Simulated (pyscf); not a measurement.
5 gas-phase steps of one pattern: four-centre exchange on the singlet surface, H–H + O–Si or H–H + O–Sn or H–H + S–Sn broken and H–O + H–Si or H–O + H–Sn or H–S + H–Sn formed. PySCF, gas phase, ωB97X-D3(BJ)/def2-SVP geometries. Electronic energies in kcal/mol, from the separated reactants; ΔE‡ at ωB97M-D3(BJ)/def2-TZVP, beside the barrier at PBE/def2-TZVP on the same structures. Rows were drawn at random from the steps of this pattern with a verified saddle, stable references and no exit in the data more than 5 kcal/mol lower.

```json
[
 {"row": "1", "step": "HO–SnH₃ + H₂ → SnH₄ + H₂O", "ΔE‡(PBE)": "29.0", "ΔE‡": "34.1"},
 {"row": "2", "step": "HS–SnH₂–GeH₃ + H₂ → H₃Ge–SnH₃ + H₂S", "ΔE‡(PBE)": "41.8", "ΔE‡": "50.9"},
 {"row": "3", "step": "HO–SiH₂–O–SiH₂–F + H₂ → F–SiH₂–O–SiH₃ + H₂O", "ΔE‡(PBE)": "50.1", "ΔE‡": "55.4"},
 {"row": "4", "step": "HO–SiH(Cl)–Cl + H₂ -> Cl–SiH₂–Cl + H₂O", "ΔE‡(PBE)": "49.4", "ΔE‡": "?"},
 {"row": "5", "step": "HO–SiH(OH)–OH + H₂ -> HO–SiH₂–OH + H₂O", "ΔE‡(PBE)": "47.5", "ΔE‡": "53.2"}
]
```

From a straight line through the complete rows, estimate the missing barrier and say how far the line can be trusted.

Over the 4 complete rows the means are +42.1 (ΔE‡(PBE)) and 48.4 (ΔE‡); least squares gives b = 1.01 and a = 5.9 kcal/mol, with residuals of 1.6 kcal/mol (root mean square; largest 2.8, row 2). For row 4: 5.9 + 1.01 × (+49.4) = 55.8 kcal/mol. The computed barrier is 54.8 kcal/mol, 1.0 under the line. The line follows the complete rows closely. Each barrier is that of the saddle found. Elements up to Kr have no core potential and no relativistic terms here. Elements past Kr carry the def2 core potentials, without spin-orbit coupling.
